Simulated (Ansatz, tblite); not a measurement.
Removing and adding an electron: AlB2. The state is a doublet with charge 0. Geometry: r2SCAN-D4/def2-TZVP. Ansatz, gas phase; energy differences of separate SCF runs; the oxidised species is a triplet (the singlet lies 0.16 eV higher at PBE0-D4/def2-TZVP); the reduced species is a singlet (the triplet lies 0.06 eV higher at PBE0-D4/def2-TZVPD).

```xyz
3

B     0.0020    0.8713    0.4776
B     0.9654   -0.2276   -0.0560
Al   -0.9674   -0.6437   -0.4216
```

The xTB rows come from tblite. The structure comes from a short search, and lower isomers may exist.

```
               level  −HOMO (eV)  vertical IE (eV)  −LUMO (eV)  vertical EA (eV)  HOMO–LUMO gap (eV)  IE − EA (eV)                                                                                                            remarks
            GFN1-xTB           –             12.97           –              5.29                   –          7.69                                                                                                                  –
            GFN2-xTB           –             12.03           –              2.79                   –          9.24                                                                                                                  –
    PBE-D4/def2-TZVP        5.49              8.44        4.52                 –                0.96             –                                                                                                                  –
   PBE-D4/def2-TZVPD        5.49                 –        4.53              2.13                0.96             –                                           HOMO above zero (-1 singlet), restricted SCF unstable in HF (-1 singlet)
 r2SCAN-D4/def2-TZVP        5.68              8.38        4.16                 –                1.52             –                                spin-contaminated (⟨S²⟩ 0.87) (doublet), spin-contaminated (⟨S²⟩ 2.14) (+1 triplet)
r2SCAN-D4/def2-TZVPD        5.68                 –        4.16              2.04                1.51             –  HOMO above zero (-1 singlet), restricted SCF unstable in HF (-1 singlet), spin-contaminated (⟨S²⟩ 0.87) (doublet)
   PBE0-D4/def2-TZVP        6.40              8.34        3.66                 –                2.74             –                                                                            spin-contaminated (⟨S²⟩ 0.85) (doublet)
  PBE0-D4/def2-TZVPD        6.40                 –        3.67              2.07                2.73             –                                restricted SCF unstable in HF (-1 singlet), spin-contaminated (⟨S²⟩ 0.85) (doublet)
```

Run but left out: HF/def2-TZVPD, MP2/def2-TZVPD, CCSD/def2-TZVPD, CCSD(T)/def2-TZVPD (doublet: ⟨S²⟩ 1.92, where a pure state has 0.75).   A HOMO above zero means that the electron is unbound at that level or that self-interaction error raises the level; the energy of removing that electron tells which. HOMO and LUMO are the levels of the spin that leaves or enters (xTB has no such levels and no spin-polarisation term). Other spin states of the ions may lie lower, which would lower the ionisation energy or raise the affinity. Raw xTB energy differences between charge states are shifted by several eV; the methods need an empirical correction for them.
